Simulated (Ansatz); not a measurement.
Energy needed to pull apart CH2BF (SMILES C=BF), closed shell, into free ground-state atoms, from the structure below (displaced at random from a GFN2-xTB minimum); no zero-point or spin–orbit terms; open-shell atoms are treated unrestricted, in their ground-state multiplicity.

C1  (-0.150, 0.443, -0.459)
B2  (0.452, -0.466, 0.584)
F3  (1.375, -1.305, 1.004)
H4  (-0.823, 1.086, 0.293)
H5  (-0.491, 0.577, -1.450)
(Å)

Computed with Ansatz 0.2.0 (basis: def2-TZVPP); correlated methods freeze the cores. B3LYP uses VWN-RPA correlation.

```tsv
method	atomization energy (kJ/mol)
PBE-D4	?
r2SCAN-D4	1922
PBE0-D4	1913
B3LYP-D4	?
LC-wPBE	1896
wB97M-V	1910
HF	1373
MP2	1908
CCSD	1808
CCSD(T)	1847
```

Question: What does B3LYP-D4 give? (Judge from chemistry; the value comes from the calculation.)

Answer: Computed: 1907 kJ/mol, which is about 60 kJ/mol more than CCSD(T)/def2-TZVPP.

Question: What does PBE-D4 give? (An estimate is asked for; the value comes from the calculation.)

Answer: By the calculation: 1978 kJ/mol, which is about 132 kJ/mol more than CCSD(T)/def2-TZVPP.

In triple zeta the MP2 and coupled-cluster atomization energies are still short of their basis limit by a few kcal/mol a bond, whereas those of the functionals are nearly converged, so these differences are not deviations from converged CCSD(T).

No T1 diagnostic of these runs exceeds 0.017. The restricted Hartree–Fock reference is unstable towards an unrestricted one here.

For scale, one of the runs: CCSD(T)/def2-TZVPP forces, 121 basis functions (an equivalent command: `ansatz run in.yaml --threads 4`). The run took 18 s on 4 CPU threads (shared host), with 0.96 GiB of host memory at its peak.
